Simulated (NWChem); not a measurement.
**Correlation energy of CH (+1)**

```
C
H 1 1.1472
```
Charge +1, spin multiplicity 1.

The numbers come from NWChem runs, not from measurements. All single points use one geometry, from PBE0/def2-SVP, a minimum by its harmonic frequencies.

Basis set: def2-SVP. Each correlation energy counts from its own Hartree-Fock reference.

| method | correlation energy (mHa) | difference from CCSD(T) |
|---|---|---|
| MP2 | -68.9 | +32.4 |
| SCS-MP2 | -78.8 | +22.6 |
| CCSD | -99.8 | +1.6 |
| CCSDT | -101.7 | -0.4 |
| CCSD(T) | -101.4 | 0.0 |
| CR-CCSD(T) | -101.2 | +0.2 |
| CCSD+T(CCSD) | -101.4 | 0.0 |
| CR-CCSD[T] | -101.2 | +0.2 |

The values span 32.8 mHa, from CCSDT (lowest) to MP2 (highest). 

The correlated methods keep 1 core orbital frozen. The structure started from a generated list of species. Differences from the coupled-cluster row are differences between methods, not errors against experiment.
